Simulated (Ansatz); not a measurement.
A made-up structure of BNH₃S (charge -1), singlet:

N1  (-0.614, -0.183, -1.205)
B2  (0.385, -0.447, -0.335)
S3  (0.649, 0.281, 1.442)
H4  (0.270, -1.118, -1.262)
H5  (1.313, -1.212, -0.538)
H6  (-0.432, 1.078, 1.494)
(Å)

It is relaxed with PBE-D4/def2-SVPD and then PBE0-D4/def2-TZVPD (Ansatz 0.2.0). Atoms count as bonded within 1.22 times the sum of their covalent radii (H–H: 0.88 Å). The end point is not checked to be a true minimum.

Problem. Does its bonding change? (A judgement: the text doesn't fix the answer.)

Solution. By the calculation: Yes. Formed: N1–H4; broken: B2–H4.

Where it ends: The first stage lowers the energy by 2.75 eV in 10 steps. It ends as BNH₃S ([NH][BH][SH]), total charge -1:
```
6
angstrom
N -0.4452 -0.3590 -1.0149
B 0.5895 -0.5313 -0.1577
S 0.6620 0.3911 1.5149
H -0.3269 -0.9220 -1.8546
H 1.5899 -1.2333 -0.2529
H -0.4985 1.0528 1.3618
```

Labels in which every atom is bracketed show which atoms are joined, not bond orders.

For scale, one of the runs: PBE0-D4/def2-TZVPD relaxation, 147 basis functions, launched by `ansatz run in.yaml --threads 2 --pin off --events-out ev --progress --plain --max-ram 4352MiB`. The run took about 21 s on 2 CPU threads of an Arm Neoverse N1 (shared host).
